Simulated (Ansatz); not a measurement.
BH2Et (C2H7B). Charge 0, multiplicity 1. Geometry PBE-D4/def2-TZVP, basis def2-TZVP, Ansatz.

```json
{"run": "A", "HOMO (eV)": "-8.78", "LUMO (eV)": "-1.23"}
{"run": "B", "HOMO (eV)": "-7.41", "LUMO (eV)": "-2.26"}
{"run": "C", "HOMO (eV)": "-12.15", "LUMO (eV)": "2.16"}
{"run": "D", "HOMO (eV)": "-7.69", "LUMO (eV)": "-1.83"}
{"run": "E", "HOMO (eV)": "-8.38", "LUMO (eV)": "-1.61"}
{"run": "F", "HOMO (eV)": "-11.12", "LUMO (eV)": "0.65"}
```

HSE06 is defined as in plane-wave codes, on full-range PBE exchange. Another isomer (singlet) lies 0.72 eV lower at PBE0-D4/def2-TZVP; other spin states weren't run for this one.

Task: The runs used HF, HSE06, PBE, PBE0, r2SCAN, ωB97M-V. Estimate which is which.

Result: A PBE0 (25 % exact exchange); B PBE (0 % exact exchange); C HF (100 % exact exchange); D r2SCAN (0 % exact exchange); E HSE06 (range-separated); F ωB97M-V (range-separated). Exact exchange lowers occupied and raises empty levels; among semilocal functionals meta-GGAs tend to open the gap a little, and such runs are hard to tell apart. The gap grows from 5.16 eV (PBE) to 14.30 eV (HF).
